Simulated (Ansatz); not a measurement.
fcc Cu, bulk modulus

Reference value: 144 GPa (measured, 0 K value with the zero-point phonon effect removed, sources range from 140 to 145; as tabulated in Mejia-Rodriguez and Trickey (2018), arXiv:1807.09216).

```json
[
 {"level (code)": "LDA (Ansatz)", "value (GPa)": "189", "cell (Å³/atom)": "10.89", "error (%)": "+31"},
 {"level (code)": "PBE (Ansatz)", "value (GPa)": "141", "cell (Å³/atom)": "11.95", "error (%)": "-2.1"},
 {"level (code)": "rVV10 (Ansatz)", "value (GPa)": "139", "cell (Å³/atom)": "12.13", "error (%)": "-3.5"},
 {"level (code)": "r²SCAN+rVV10 (Ansatz)", "value (GPa)": "170", "cell (Å³/atom)": "11.29", "error (%)": "+18.1"},
 {"level (code)": "PBE0 (Ansatz)", "value (GPa)": "130", "cell (Å³/atom)": "11.96", "error (%)": "-9.7"}
]
```

Nearest, and too close to rank with a margin of 2.8 % (twice that across the reference) picked here for doubts on the reference and the settings: PBE (-2.1 %), rVV10 (-3.5 %). LDA (+31 %) lies farthest from it. Within 15 %: PBE, rVV10, PBE0. The least costly first-principles kind among them: DFT without exact exchange (PBE, rVV10).

Each level is taken at its own relaxed cell. Cutoffs and k meshes differ between the levels. Ansatz's density-functional and Hartree–Fock values are scalar-relativistic unless marked +SOC, with PAW data made under PBE.

Differences are worked out from the printed values.

Ansatz is a program for electronic structure.
